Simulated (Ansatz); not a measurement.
Born–Oppenheimer molecular dynamics of F2H2Si (5 atoms, charge 0, multiplicity 1). It starts at the highest image of a converged band. Of that band: Neighbouring images differ by up to 1.6 eV, so the band resolves the path poorly. A vibrational analysis at the climbing image gives one clearly imaginary mode, 1202i cm⁻¹: a first-order saddle point.

Level of theory: RKS PBE0-D4/def2-SVP (Ansatz 0.2.0).

```json
{"ensemble": "NVE (velocity Verlet)", "time step": "0.5 fs", "steps asked": "200", "starting velocities drawn for": "300 K", "seed": "10644"}
```

Frames 2.5 fs apart, positions in Å.

Velocities at 65.0 fs (Å/ps):

```
Si 4.94 -6.41 4.20
H -114.49 4.60 -38.41
F -3.92 1.96 -7.25
H 11.32 30.85 -21.06
F 2.09 5.63 4.20
```

```xyz
5
Properties=species:S:1:pos:R:3 time_fs=65.0 energy_less_start_eV=-0.969 T=2803
Si -0.104 0.070 0.319
H -0.452 0.095 1.640
F 1.359 -0.078 0.318
H -1.583 0.566 0.171
F -0.512 -1.211 -0.565
5
Properties=species:S:1:pos:R:3 time_fs=67.5 energy_less_start_eV=-1.227 T=3464
Si -0.102 0.053 0.329
H -0.722 0.089 1.641
F 1.361 -0.072 0.299
H -1.515 0.692 0.070
F -0.507 -1.198 -0.555
5
Properties=species:S:1:pos:R:3 time_fs=70.0 energy_less_start_eV=-2.039 T=5552
Si -0.121 0.037 0.341
H -0.918 0.040 1.742
F 1.386 -0.063 0.279
H -1.349 0.904 -0.119
F -0.502 -1.191 -0.548
5
Properties=species:S:1:pos:R:3 time_fs=72.5 energy_less_start_eV=-2.702 T=7261
Si -0.157 0.023 0.357
H -0.999 -0.045 1.810
F 1.425 -0.051 0.260
H -1.067 1.154 -0.345
F -0.498 -1.191 -0.544
5
Properties=species:S:1:pos:R:3 time_fs=75.0 energy_less_start_eV=-2.838 T=7609
Si -0.201 0.014 0.376
H -0.967 -0.142 1.783
F 1.468 -0.037 0.243
H -0.684 1.365 -0.534
F -0.498 -1.199 -0.544
5
Properties=species:S:1:pos:R:3 time_fs=77.5 energy_less_start_eV=-2.293 T=6204
Si -0.243 0.013 0.395
H -0.861 -0.232 1.678
F 1.505 -0.021 0.229
H -0.262 1.470 -0.625
F -0.501 -1.214 -0.548
5
Properties=species:S:1:pos:R:3 time_fs=80.0 energy_less_start_eV=-1.342 T=3765
Si -0.274 0.019 0.406
H -0.766 -0.314 1.617
F 1.533 -0.005 0.220
H 0.112 1.448 -0.594
F -0.508 -1.233 -0.554
5
Properties=species:S:1:pos:R:3 time_fs=82.5 energy_less_start_eV=-1.109 T=3154
Si -0.289 0.030 0.406
H -0.740 -0.404 1.712
F 1.552 0.010 0.216
H 0.363 1.322 -0.452
F -0.519 -1.254 -0.562
5
Properties=species:S:1:pos:R:3 time_fs=85.0 energy_less_start_eV=-0.779 T=2302
Si -0.291 0.044 0.398
H -0.745 -0.472 1.853
F 1.562 0.023 0.216
H 0.462 1.154 -0.243
F -0.532 -1.274 -0.569
5
Properties=species:S:1:pos:R:3 time_fs=87.5 energy_less_start_eV=-0.209 T=846
Si -0.283 0.051 0.390
H -0.737 -0.482 1.909
F 1.567 0.033 0.220
H 0.452 1.077 -0.053
F -0.548 -1.290 -0.574
5
Properties=species:S:1:pos:R:3 time_fs=90.0 energy_less_start_eV=-0.919 T=2664
Si -0.272 0.047 0.385
H -0.706 -0.430 1.845
F 1.567 0.039 0.228
H 0.412 1.244 0.045
F -0.565 -1.301 -0.576
5
Properties=species:S:1:pos:R:3 time_fs=92.5 energy_less_start_eV=-1.562 T=4318
Si -0.252 0.034 0.382
H -0.670 -0.336 1.697
F 1.560 0.042 0.238
H 0.284 1.552 0.086
F -0.583 -1.306 -0.575
```

Of the whole run (100 fs, mean temperature of the second half 4306 K): The conserved energy stayed within 1.8 meV per atom of its start (net change -0.41 meV per atom), so the integration is sound. The system heated up, since it started high on the potential surface and ran downhill. A run of 0.1 ps of so small a system gives no equilibrium averages. The orbitals stay closed-shell, which can raise the energy where a bond breaks towards radicals; this wasn't checked here.

The run took 3.3 min on 1 thread of Arm Neoverse V2, on a shared host, peak memory 0.098 GiB.
